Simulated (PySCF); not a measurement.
Species: C4H7ClO.
SMILES with atom numbers: `[Cl:1][CH2:2][CH:3]1[CH2:4][O:5][CH2:6]1` (hydrogens: H7, H8 on C2; H9 on C3; H10, H11 on C4; H12, H13 on C6)

Geometry (GFN2-xTB, Å), atoms numbered from 1 in this order:
```xyz
13
C4H7ClO angstrom
Cl     0.1677   -2.5251   -1.1410
C     -0.7192   -1.2447   -0.2673
C     -0.0388    0.0905   -0.4777
C     -0.5451    1.2354    0.4139
O      0.7209    1.3427    1.0624
C      1.2875    0.2979    0.2674
H     -1.7366   -1.2357   -0.6599
H     -0.7276   -1.5257    0.7862
H      0.0033    0.3301   -1.5404
H     -1.3423    0.9687    1.1143
H     -0.8122    2.1564   -0.1108
H      2.1201    0.6565   -0.3428
H      1.6181   -0.5465    0.8779
```

A PySCF run (density fitting, gas phase, GFN2-xTB geometry) gave HOMO -3.90 eV, LUMO 3.93 eV, dipole 1.65 D and E = -684.084 Eh.

Question: Which of these levels was it?
A. B3LYP/STO-3G
B. PBE0/pcSseg-1
C. PBE0/def2-SVPD

Answer: A. It is B3LYP/STO-3G. All candidates on this geometry:

| level and settings | kind | basis functions | SCF cycles | E (Eh) | HOMO (eV) | LUMO (eV) | dipole (D) |
| --- | --- | --- | --- | --- | --- | --- | --- |
| PBE0/def2-SVPD | global hybrid | 186 | 13 | -691.3117 | -7.52 | 0.28 | 1.64 |
| B3LYP/STO-3G | global hybrid | 41 | 11 | -684.0843 | -3.90 | 3.93 | 1.65 |
| PBE0/pcSseg-1 | global hybrid | 144 | 12 | -691.5538 | -7.37 | 0.64 | 1.69 |

The nearest other candidate, by the summed differences of HOMO and LUMO, is PBE0/pcSseg-1: its HOMO differs by -3.47 eV and its LUMO by -3.29 eV. Cycle counts include a coarse-grid stage where the run had one.
